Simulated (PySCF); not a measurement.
Geometry (Å), atoms numbered from 1 in this order:
```xyz
9

C    -1.8963    0.3248   -0.2468
C    -0.6158   -0.0107   -0.1542
P     0.6055    0.5175   -1.3798
C     1.9418   -0.2175   -0.6855
F     3.1576   -0.1183   -1.2443
H    -2.6240    0.0099    0.4834
H    -2.2649    0.9289   -1.0592
H    -0.2626   -0.6189    0.6699
H     1.9721   -0.8097    0.2223
```

[PySCF 2.14: shielding tensors at PBE0/pcSseg-1 (GIAO); GFN2-xTB structure; a single conformation; in vacuum; non-relativistic]

Chemical shifts δ = σref − σ; $^{13}$C (σref 186.93) and $^{1}$H (σref 31.72) against TMS; H3PO4 for $^{31}$P (σref 318.38); $^{19}$F (σref 170.95) against CFCl3, all at this level.

| atoms | nucleus | count | δ (ppm) |
| --- | --- | --- | --- |
| H9 | $^{1}$H | 1 | ? |
| H8 | $^{1}$H | 1 | 6.97 |
| P3 | $^{31}$P | 1 | ? |
| H6 | $^{1}$H | 1 | 6.41 |
| F5 | $^{19}$F | 1 | -57.9 |
| C1 | $^{13}$C | 1 | 139.9 |
| H7 | $^{1}$H | 1 | 6.37 |
| C2 | $^{13}$C | 1 | ? |
| C4 | $^{13}$C | 1 | 226.4 |

Problem. Complete the table.

Solution. 
- C2: 146.8 ppm, alkene CH; the olefinic region
- H9: 9.75 ppm, hydrogen on a carbon double-bonded to a heavier main-group atom
- P3: 189.1 ppm, phosphorus bonded to 2 C

Shifts are as computed. Against solution values, carbons near 30 ppm lie about +3 ppm off and those near 130 ppm about +5 ppm. Of 1211 compounds with measured shifts, 218 miss one by over three times the rms of a fit or turn the order of signals round; such compounds aren't used in these exercises. Unscaled 19F shifts against computed CFCl3 carry errors that often reach 10 to 50 ppm. Experimental scales use liquid or dissolved standards, which lie at an offset from isolated H3PO4.
